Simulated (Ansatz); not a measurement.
**Relative stability**

The two ends of one reaction step of SiH$_{2}$ClF, closed shell (PBE0-D4/def2-TZVP).

A:

Si1  (-0.464, -0.602, 0.937)
Cl2  (1.068, -1.262, -0.420)
H3  (-0.124, 0.493, -1.237)
F4  (-0.863, 0.833, -0.766)
H5  (0.383, 0.539, 1.486)
(Å)

B:

```xyz
5
angstrom
Si -0.0952 0.0666 0.0327
Cl 1.1735 -1.5160 -0.1387
H -1.3988 -0.3022 -0.5508
F 0.4945 1.2887 -0.7948
H -0.1740 0.4629 1.4515
```

Program: Ansatz 0.2.0. Basis: def2-TZVPP. Cores are frozen in the correlated methods. B3LYP uses VWN-RPA correlation.

Task: Which structure is lower at CCSD(T), and by how much? (Judge from chemistry; the value comes from the calculation.)

Result: The calculation gives: B, by 308.6 kJ/mol (electronic energy, against the other). By their contacts, A is a complex of SiHCl ([SiH][Cl]) + HF and B is SiH₂ClF ([F][SiH2][Cl]).

All methods give the same order:

```csv
method,E(B) − E(A) (kJ/mol)
SPW92,-284.2
PBE-D4,-282.1
BLYP-D4,-282.9
r2SCAN-D4,-318.1
B97M-V,-306.9
PBE0-D4,-301.7
B3LYP-D4,-299.9
r2SCAN0-D4,-323.9
BHLYP-D4,-321.1
CAM-B3LYP-D4,-311.6
wB97X-V,-316.3
wB97M-V,-296.0
B2PLYP,-311.2
PBE-QIDH,-321.7
RPA on PBE,-298.4
HF,-342.9
MP2,-322.8
CCSD,-313.1
CCSD(T),-308.6
```

No T1 diagnostic of these runs exceeds 0.012.

Labels in which every atom is bracketed show which atoms are joined, not bond orders.

For scale, one of the runs: CCSD(T)/def2-TZVPP, 143 basis functions, launched by `ansatz run in.yaml --threads 2 --pin off --events-out ev --progress --plain --max-ram 4352MiB`. Hardware: 2 CPU threads, shared host. Wall time 10 s; peak host memory 0.79 GiB.
